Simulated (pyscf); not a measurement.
## Four-centre exchange: `[OH][Hf]([Cl])([Cl])[Cl]` + `[ClH]` → `[OH][Hf]([Cl])([Cl])[Cl]` + `[ClH]`

Gas phase, singlet surface, charge 0. Bonds broken: Hf2–Cl3, Cl7–H8. Bonds formed: Hf2–Cl7, Cl3–H8. Single points on ωB97X-D3(BJ)/def2-SVP structures (PySCF, gas phase).

Transition state (Å):

```xyz
8

O      1.1265     0.9392     0.7023
Hf    -0.5252     0.0794     0.4446
Cl    -1.7387     0.4613     2.7029
Cl    -2.0020     1.6371    -0.4969
Cl    -0.2755    -1.3126    -1.4264
H      1.9505     1.4254     0.6523
Cl    -0.4012    -2.0752     1.8842
H     -1.1350    -0.9745     2.6816
```

One imaginary mode, 430i cm⁻¹; descent along it reached the two sides named, in the forms told below.

| bond | change | reactant side (Å) | saddle | product side |
|---|---|---|---|---|
| Hf2–Cl3 | breaks | 2.382 | 2.592 | 3.0 |
| Cl7–H8 | breaks | 1.291 | 1.545 | 2.6 |
| Hf2–Cl7 | forms | 3.0 | 2.594 | 2.382 |
| Cl3–H8 | forms | 2.6 | 1.558 | 1.290 |

Electronic energies relative to the separated reactants (eV):

```
level                   barrier  reaction energy  reverse barrier
----------------------  -------  ---------------  ---------------
ωB97X-D3(BJ)/def2-TZVP     0.11             0.00             0.11
PBE/def2-TZVP              0.14             0.00             0.14
r²SCAN/def2-TZVP           0.11             0.00             0.11
B3LYP-D3(BJ)/def2-TZVP     0.24             0.00             0.24
PBE0-D3(BJ)/def2-TZVP      0.14             0.00             0.14
M06-2X/def2-TZVP           0.23             0.00             0.23
ωB97M-D3(BJ)/def2-TZVP     0.33             0.00             0.33
HF/def2-TZVP               1.01             0.00             1.01
```

With ωB97M-D3(BJ)/def2-TZVP energies and thermal terms (ideal gas, 1 atm, RRHO with modes under 100 cm⁻¹ raised to 100, one conformer, R ln 2 for chiral ones without a mode under 150 cm⁻¹), in eV:

| T (K) | ΔH‡ | ΔG‡ | ΔH | ΔG |
|---|---|---|---|---|
| 298 | 0.26 | 0.71 | 0.00 | 0.00 |
| 600 | 0.26 | 1.17 | 0.00 | 0.00 |
| 900 | 0.28 | 1.63 | 0.00 | 0.00 |
| 1200 | 0.31 | 2.07 | 0.00 | 0.00 |

On the reactant side the descent ends in an adduct with a Cl–Hf contact, 0.25 eV under the separated species and 0.37 eV under the saddle at ωB97X-D3(BJ)/def2-TZVP. On the product side the descent ends in an adduct with a Cl–Hf contact, 0.25 eV under the separated species and 0.37 eV under the saddle at ωB97X-D3(BJ)/def2-TZVP. What is counted as formed (Cl–Hf) is already present as a longer contact in the reactant adduct; forming that adduct is a step of its own. What is counted as broken (Cl–Hf) persists as a longer contact in the product adduct; parting that adduct is a step of its own. The same reactants have a lower exit, to Cl–Hf(Cl)(Cl)–Cl + H₂O (barrier +0.07 eV at ωB97M-D3(BJ)/def2-TZVP, against +0.33 eV here). One saddle was located; it need not be the lowest between these sides. Elements past Kr carry the def2 core potentials, without spin-orbit coupling.
